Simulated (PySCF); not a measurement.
## dichloromethane: calculation against experiment

**Experimental background.**

From NIST CCCBDB Release 22 (SRD 101), experimental dipoles, for the gas: dipole moment (microwave Stark effect, vibrational ground state) 1.62 ± 0.02 D.

NIST CCCBDB Release 22 (SRD 101), experimental polarizabilities lists, for the gas: mean polarisability 6.659 Å³.

Wang, Chong, Molecules 2025, 30, 2887 (The role of exchange energy in modeling core-electron binding energies of strongly polar bonds) lists, for the gas: C 1s binding energy of C2 293.86 eV.

Thomas, Saethre, Boerve, Bozek, Huttula, Kukk, J. Phys. Chem. A 2004, 108, 4983 (carbon 1s photoelectron spectroscopy of halomethanes) lists, for the gas: C 1s binding energy of C2 293.81 eV.

The runs below try to reproduce these values; the comparison stands at the end.

Dichloromethane, CH₂Cl₂.
SMILES with atom numbers: `[Cl:1][CH2:2][Cl:3]` (hydrogens: H4, H5 on C2)

Structure used (GFN2-xTB), in Å, numbered top down from 1:
```
atom  x, y, z in Å
Cl1   -1.4456    0.8679   -0.0476
C2    -0.0009   -0.1561    0.0060
Cl3    1.4777    0.8174   -0.0588
H4    -0.0070   -0.7103    0.9431
H5    -0.0156   -0.8160   -0.8599
```

Runs made with PySCF (gas phase, on this GFN2-xTB geometry; non-relativistic but for the core-level run):

```csv
level,job,basis functions
PBE0/pcSseg-1,"shieldings, charges and field gradients",75
B3LYP/def2-SVPD,"8 singlets by full TDDFT, 3 Tamm–Dancoff triplets, polarisability",90
"delta-SCF UKS SCAN, pcX-2 on the ionised atom, pcseg-1 elsewhere, spin-free X2C","ΔSCF core ionisation, 3 holes",102
```

## Comparison

**Dipole moment.** Measured: 1.62 D (NIST CCCBDB Release 22 (SRD 101), experimental dipoles).

```csv
level,computed (D),computed − measured (D),% (from the printed values)
PBE0/pcSseg-1,1.85,+0.23,+14
B3LYP/def2-SVPD,1.68,+0.06,+4
```

Closest is B3LYP/def2-SVPD (+0.06 D), furthest PBE0/pcSseg-1 (+0.23 D); one molecule doesn't rank methods. The computed dipoles belong to one fixed geometry; measured ones are averaged over vibrations unless marked μe. Magnitudes are compared, not signs.

**Mean polarisability.** Measured: 6.659 Å³ (NIST CCCBDB Release 22 (SRD 101), experimental polarizabilities).

```csv
level,computed (Å³),computed − measured (Å³),% (from the printed values)
B3LYP/def2-SVPD,6.375,-0.284,-4
```

The computed values are static and purely electronic, with core orbitals frozen in the response (1 au = 0.148185 Å³). The table of measured values doesn't say here whether a value is static or optical, or holds a vibrational part.

**Core binding energies.** Delta-SCF UKS SCAN, pcX-2 on the ionised atom, pcseg-1 elsewhere, spin-free X2C in PySCF 2.14.0.

| level and atom | computed (eV) | measured (eV) | computed − measured (eV) |
| --- | --- | --- | --- |
| C 1s, C2 | 294.20 | 293.86 and 293.81 | +0.34 |

Sources, in the order of the opening: Wang, Chong, Molecules 2025, 30, 2887 (The role of exchange energy in modeling core-electron binding energies of strongly polar bonds); Thomas, Saethre, Boerve, Bozek, Huttula, Kukk, J. Phys. Chem. A 2004, 108, 4983 (carbon 1s photoelectron spectroscopy of halomethanes). The computed values are vertical, without vibrational structure; measured positions hang on the energy calibration. 

The geometry is computed, not the measured one. Where a level misses, the cause wasn't examined.
